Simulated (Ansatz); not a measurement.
One structure, 3 elements: Cu3Cl, Ag3Cl, Au3Cl

Plane-wave DFT in Ansatz with scalar-relativistic PAW potentials, cutoff 420 eV, Γ-centred meshes chosen by cell and gap, Gaussian smearing with energies taken to zero width. Every cell was relaxed (cell and atoms) in a run of its own, within the symmetry of its start. Functional: PBE.

All members share space group Pm-3m and the same sites; only the element on one set of sites changes (Cu, Ag, Au). Members needn't be the stable form of their composition. Energies over the elements, where given, are against the elements' standard states in the same functional (H₂, N₂, O₂ and halogens uncorrected, Hg as a solid). The first member:

Space group Pm-3m (No. 221). a = 3.838 Å, b = 3.838 Å, c = 3.838 Å, α = 90.00°, β = 90.00°, γ = 90.00°
```csv
atom,site,symmetry,x,y,z
Cu,3c,4/mm.m,0.0000,0.5000,0.5000
Cl,1a,m-3m,0.0000,0.0000,0.0000
```

```tsv
compound	V (Å³/atom)	a (Å)	gap on mesh (eV)	energy over elements (eV/atom)
Cu3Cl	14.13	3.838	0.16	0.322
Au3Cl	18.88	4.227	0.00	0.289
```

Predict the member with Ag.

V (Å³/atom) 19.26, a (Å) 4.255, gap on mesh (eV) 0.00, energy over elements (eV/atom) 0.033. Interpolating linearly in period between Cu and Au would give 16.51 Å³/atom (14.3 % too small), with 0.305 eV/atom over the elements. Over the whole series the volume has no steady trend down the group (least for Cu); a gap opens only for Cu (gaps under about 0.1 eV aren't resolved; a zero can be real, or an error of the semilocal functional, which closes small gaps); none is bound against its elements in this structure, and Ag comes closest. Au is no larger than Ag here (18.88 against 19.26 Å³/atom), as one expects from the lanthanide contraction and relativistic shrinking of 6s.

Spin-orbit coupling is left out, which matters for the bands of heavy elements.